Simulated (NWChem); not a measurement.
## Atomisation of AlF3

```
Al
F 1 1.6457
F 1 1.6457 2 120.00
F 1 1.6457 2 120.00 3 180.00
```
Charge 0, spin multiplicity 1.

All runs are NWChem calculations. Structure: optimised with B3LYP/def2-SVP, a minimum by its harmonic frequencies.

Basis set: def2-TZVP. The atomisation energy is electronic alone: no zero-point, thermal, spin-orbit or counterpoise terms. No value is extrapolated to the basis-set limit. Free atoms are single determinants with multiplicities Al 2, F 2.

B3LYP has NWChem's definition, with VWN1-RPA local correlation. The structure started from a generated list of species. No SCF solution was tested for a lower state. Open-shell Hartree-Fock references start from PBE0 orbitals.

Task: One of these methods gave an atomisation energy of 410.5 kcal/mol. Which?
A. B3LYP
B. PBE0
C. LDA (SVWN5)
D. HF

Result: B, PBE0. The others give 479.6 (LDA (SVWN5)), 317.9 (HF), 414.2 (B3LYP).
